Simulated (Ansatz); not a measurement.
We consider Sm (R-3m, No. 166), described by r²SCAN-D4 (plane waves, PAW; Ansatz, a first-principles code).

Settings: plane-wave cutoff 500 eV, 24×24×24 k mesh, Fermi–Dirac smearing 0.1 eV, spin-polarised with parallel moments, scalar-relativistic PAW data made under PBE.

Computed at the level's own relaxed cell.

### Question
Predict the volume per atom, equilibrium lattice constant a and c axis length.

### Answer

volume per atom: 39.84 Å³/atom
equilibrium lattice constant a: 3.868 Å
c axis length: 27.669 Å

Note: the magnetic order was assumed, not searched for or taken from measurement; the 4f shell is treated without U or exact exchange, so its levels and filling can be wrong; the volume lies 20 % above that of the published cell.

Spin–orbit coupling is not included.

Computed values are for the static lattice.

Cost on a shared machine: around 5 core-hours (rough).
